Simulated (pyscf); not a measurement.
Structures and frequencies: ωB97X-D3(BJ)/def2-SVP in PySCF. Correlated levels are frozen-core, on RHF or UHF. ΔMP2 is the change of the MP2 total energy from the triple- to the quadruple-zeta basis.

Q: PBE/def2-TZVP puts the barrier of `[CH3][SH]` + `[H]` [doublet] -> `[CH4]` + `[SH]` [doublet] (substitution at C; doublet surface; C–S broken, C–H formed) at 13.0 kcal/mol and the reaction energy at -29.5 kcal/mol, from the separated reactants. What do M06-2X/def2-TZVP, ωB97M-D3(BJ)/def2-TZVP, CCSD(T)/def2-TZVPP + ΔMP2(QZVPP) give on the same structures?

A: M06-2X: ΔE‡ = 19.4 kcal/mol, ΔE = -31.8 kcal/mol; ωB97M-D3(BJ): ΔE‡ = 20.2 kcal/mol, ΔE = -32.4 kcal/mol; CCSD(T): ΔE‡ = 19.3 kcal/mol, ΔE = -33.8 kcal/mol. PBE's barrier lies under all of them, by 6.2 to 7.2 kcal/mol. Its reaction energy lies over all of them, by 2.3 to 4.3 kcal/mol. Low barriers are usual for a GGA, whose delocalisation error favours stretched bonds. The same reactants have a lower exit, to H₃C–S• + H₂ (barrier +3.3 kcal/mol at ωB97M-D3(BJ), against +20.2 kcal/mol here). This is the saddle that the search found; another between the same sides may lie lower. The angle at the attacked C is 180°. The CCSD(T) − MP2 part came from Ansatz, without density fitting, on the same reference. A UHF reference is spin-contaminated (<S²> up to 0.86), which harms MP2 most. Left out: the spin-orbit lowering of SH.
